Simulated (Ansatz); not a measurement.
Relaxation of CH8BN (11 atoms, charge 0, multiplicity 1), to a largest force component of 0.03 eV/Å in at most 50 steps.

Level of theory: RKS CAM-B3LYP-D4/def2-SVP in Ansatz.

```xyz
11
Properties=species:S:1:pos:R:3:forces:R:3
B 0.087 -0.580 -0.251 -0.44 -2.62 -0.03
C -0.152 0.069 2.476 -0.05 -0.04 0.26
H -0.840 0.152 3.330 0.01 0.01 -0.01
H 0.877 -0.034 2.849 -0.03 0.02 -0.01
H -0.224 0.980 1.865 -0.01 -0.04 0.02
H 1.216 -0.182 -0.131 -0.01 0.00 0.01
H -0.830 0.129 -0.577 0.02 0.00 -0.01
N -0.179 -2.005 -0.052 0.50 2.34 -0.66
H -1.096 -2.415 -0.170 0.00 0.02 0.01
H 0.542 -2.664 0.213 0.00 0.00 -0.01
H -0.405 -0.816 1.870 0.01 0.33 0.43
```

Question: Where does it end, and by what steps?

Answer: The forces met the threshold. The force dipped under the threshold on the way, but the program's further checks kept it going. After 32 steps the energy has fallen by 0.319 eV; H6 moved furthest, 1.54 Å.

| step | energy less start (eV) | largest force component (eV/Å) | accepted |
| --- | --- | --- | --- |
| 0 | 0.0000 | 2.623 | yes |
| 2 | -0.2829 | 0.338 | yes |
| 4 | -0.2971 | 0.102 | yes |
| 6 | -0.2989 | 0.069 | yes |
| 8 | -0.3000 | 0.080 | yes |
| 10 | -0.3015 | 0.107 | yes |
| 12 | -0.2990 | 0.254 | no |
| 14 | -0.3052 | 0.088 | yes |
| 16 | -0.3025 | 0.212 | no |
| 18 | -0.3080 | 0.054 | yes |
| 20 | -0.3091 | 0.082 | yes |
| 22 | -0.3114 | 0.164 | yes |
| 24 | -0.3006 | 0.600 | no |
| 26 | -0.3148 | 0.008 | yes |
| 28 | -0.3170 | 0.091 | yes |
| 30 | -0.3180 | 0.058 | yes |
| 32 | -0.3185 | 0.023 | yes |

```xyz
11
Properties=species:S:1:pos:R:3
B 0.161 -0.956 -1.226
C -0.216 0.160 3.119
H -1.068 -0.244 3.684
H 0.714 -0.046 3.667
H -0.337 1.245 3.004
H 1.315 -0.797 -1.539
H -0.740 -0.418 -1.822
N -0.139 -1.781 -0.150
H -1.085 -1.959 0.165
H 0.566 -2.262 0.394
H -0.172 -0.308 2.127
```

Run time: 77 s on 2 threads of Arm Neoverse N1, on a shared host, peak memory 0.16 GiB.
